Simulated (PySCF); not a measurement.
# MF₂ across the third period

Level: PBE, basis family def2-TZVP, no relativity.

Each entry is the lowest minimum that a search over a few typed start shapes (and spin states, where more than one is plausible) found, or that minimum re-optimised at the stated level; isomers with ligand–ligand bonds, or fragments after loss of a ligand pair, can lie lower. Open shells are unrestricted; no spin–orbit coupling; PySCF with density fitting.

| molecule | 2S+1 | point group | mean bond to the central atom (Å) | lowest ω (cm⁻¹) | dipole (D) | highest ω (cm⁻¹) | atomisation (kJ/mol) |
| --- | --- | --- | --- | --- | --- | --- | --- |
| MgF₂ | 1 | D∞h | 1.764 | 151 | 0.00 | 848 | 1031 |
| AlF₂ | 2 | C2v | 1.667 | 213 | 1.71 | 862 | 1141 |
| SiF₂ | ? | ? | ? | ? | ? | ? | ? |
| SF₂ | 1 | C2v | 1.620 | 323 | 1.05 | 796 | 801 |

(1) Fill in the row of SiF₂.

## Answers

(1) 2S+1: 1; point group: C2v; mean bond to the central atom (Å): 1.624; lowest ω (cm⁻¹): 314; dipole (D): 1.11; highest ω (cm⁻¹): 825; atomisation (kJ/mol): 1258.

The bond shortens at every step; the largest change, -0.097 Å, falls between MgF₂ and AlF₂ among the members listed.

The shape changes along the series: D∞h for MgF₂; C2v for AlF₂ and SiF₂ and SF₂.

Left out of the table are members whose search was unfinished or whose lowest solution was spin-contaminated, unstable, very soft or bonded differently.
